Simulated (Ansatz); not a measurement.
# CHO₂ radical: a ladder of functionals and wavefunction methods

How much do the methods differ for CHO₂ radical? The plan is to run it at one geometry with functionals of several rungs and with coupled cluster. The yardstick is the atomisation energy at the CCSD(T) limit.

Computed with Ansatz 0.2.0, Gaussian basis. Level: functionals in def2-TZVPP, the program's frozen cores in correlated methods.

Levels to be run: LDA (SPW92), PBE-D4, revPBE-D4, BLYP-D4, r2SCAN-D4, B97M-V, PBE0-D4, B3LYP-D4, r2SCANh-D4, r2SCAN0-D4, HSE06-D4, BHLYP-D4, CAM-B3LYP-D4, LC-ωPBE, ωB97X-V, ωB97M-V, B2PLYP, PBE-QIDH; CCSD(T)/def2-SVP; CCSD(T)/def2-TZVPP; CCSD(T)/def2-QZVPP; extrapolation to the limit; RPA on PBE.

**1. The relaxed structure**

The geometry comes from an earlier relaxation with PBE0-D4 in a triple-zeta def2 set; it is a stationary point.

4 atoms, charge 0, spin multiplicity 2.

Atoms are counted from 1 here; the program's logs count them from 0.

Bond lengths: O1–C2 1.215 Å, C2–O3 1.215 Å, C2–H4 1.171 Å. Angles: O1–C2–O3 145.7°, O1–C2–H4 107.1°, O3–C2–H4 107.1°.

**2. LDA**

This LDA is Slater exchange with PW92 correlation.

The input, in.yaml:

```yaml
crystal:
  periodic: [false, false, false]
  atoms:
    - {symbol: O, position_ang: [-1.139114, 0.040157, 0.481905]}
    - {symbol: C, position_ang: [-0.004544, -0.097704, 0.070964]}
    - {symbol: O, position_ang: [1.014482, -0.755222, 0.138030]}
    - {symbol: H, position_ang: [0.184776, 0.752569, -0.711300]}
basis:
  gaussian: {orbitals: def2-TZVPP}
magnetization: {spin_polarized: true, initial_magnetization: 1}
hamiltonian: {xc: lda}
output: {orbitals: {seedname: orbitals}}
```

The runs that follow: PBE-D4 (GGA); revPBE-D4 (GGA); BLYP-D4 (GGA); r2SCAN-D4 (meta-GGA); B97M-V (meta-GGA); PBE0-D4 (hybrid); B3LYP-D4 (hybrid); r2SCANh-D4 (hybrid); r2SCAN0-D4 (hybrid); HSE06-D4 (hybrid); BHLYP-D4 (hybrid); CAM-B3LYP-D4 (range-separated); LC-ωPBE-D4 (range-separated); ωB97X-V (range-separated); ωB97M-V (range-separated); B2PLYP (double hybrid); PBE-QIDH (double hybrid); CCSD(T) in def2-SVP; CCSD(T) in def2-TZVPP; CCSD(T) in def2-QZVPP; RPA on PBE orbitals.

**Question.** What will the summary of the whole plan be? Wanted: atomisation energy, CCSD(T)/CBS; farthest beyond LDA; mean size of error, GGA; mean size of error, meta-GGA; mean size of error, hybrid; mean size of error, range-separated; mean size of error, double hybrid; gap, smallest and largest; T1 diagnostic.

**Answer**, as computed:

```
                               quantity                                     value
        atomisation energy, CCSD(T)/CBS                             1574.8 kJ/mol
  functionals within 7.9 kJ/mol (0.5 %)       none; nearest B2PLYP (+14.9 kJ/mol)
                    farthest beyond LDA                    PBE-D4 (+167.3 kJ/mol)
                mean size of error, GGA                              123.1 kJ/mol
           mean size of error, meta-GGA                               58.2 kJ/mol
             mean size of error, hybrid                               50.6 kJ/mol
    mean size of error, range-separated                               23.8 kJ/mol
      mean size of error, double hybrid                               23.2 kJ/mol
              gap, smallest and largest  1.09 eV (LDA (SPW92)), 8.58 eV (LC-ωPBE)
                          T1 diagnostic                                    0.0842
triples share of the correlation energy                                     4.7 %
```

What this shows: LDA overbinds by 430.8 kJ/mol (27 %). PBE-D4 misses by +167.3 kJ/mol. Double hybrids carry the basis error of their MP2 part in triple zeta, and no dispersion term here, so their miss is partly the set-up's. Taken by rung, double hybrid functionals do best (23.2 kJ/mol on average) and GGA ones worst beyond LDA (123.1 kJ/mol). The gap between the best rungs is small, so their order is not settled. Misses under about 7.9 kJ/mol are within the doubt on the reference itself, which lacks core-valence correlation, relativity and higher excitations. Hartree-Fock recovers 60 % of the binding; the rest is correlation. CCSD(T) in def2-SVP is off by -89.2 kJ/mol, worse than the median functional, from the basis alone. The gap grows from 1.1 to 8.6 eV across the functionals, mostly with the share of exact exchange. With T1 = 0.084 (customary mark 0.045) a single determinant is a poor start; take CCSD(T) with care.
